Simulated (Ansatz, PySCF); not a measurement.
This Ansatz (a program for electronic structure) input computes a PBE0/def2-TZVPD energy:

Ansatz 0.2 input:
```yaml
crystal:
  periodic: [false, false, false]
  atoms:
    - {symbol: Si, position_ang: [0.13481390, -0.00182868, 0.00000152]}
    - {symbol: H, position_ang: [-0.95884006, -1.10354087, 0.01036727]}
    - {symbol: H, position_ang: [-0.92855461, 1.12914243, -0.01038861]}
basis:
  gaussian:
    orbitals: def2-TZVPD
hamiltonian:
  xc: {name: PBE0}
total_charge: -1
magnetization: {spin_polarized: true, initial_magnetization: 1}
output: {forces: true}
```

Q: Write an input for the same energy in PySCF and say what it gives.

A: 
```python
from pyscf import gto, scf, dft

mol = gto.M(
    atom='''
    Si    0.13481390   -0.00182868    0.00000152
    H    -0.95884006   -1.10354087    0.01036727
    H    -0.92855461    1.12914243   -0.01038861
    ''',
    basis='def2-tzvpd',
    charge=-1,
    spin=1,
    verbose=4,
)

mf = dft.UKS(mol, xc='pbe0').density_fit(auxbasis='def2-universal-jkfit')
mf.grids.level = 3
mf.conv_tol = 1e-9
mf.max_cycle = 100
mf.max_memory = 1500
mf.kernel()
if not mf.converged:
    mf = mf.newton()
    mf.kernel(mf.make_rdm1())
for _ in range(2):
    mo, _, stable, _ = mf.stability(return_status=True)
    if stable:
        break
    mf.kernel(mf.make_rdm1(mo, mf.mo_occ))
mf.analyze()
```
It gives -290.52750 Eh, and Ansatz -290.52746 Eh, a difference of 0.04 mEh, from the treatment of integrals and grids.
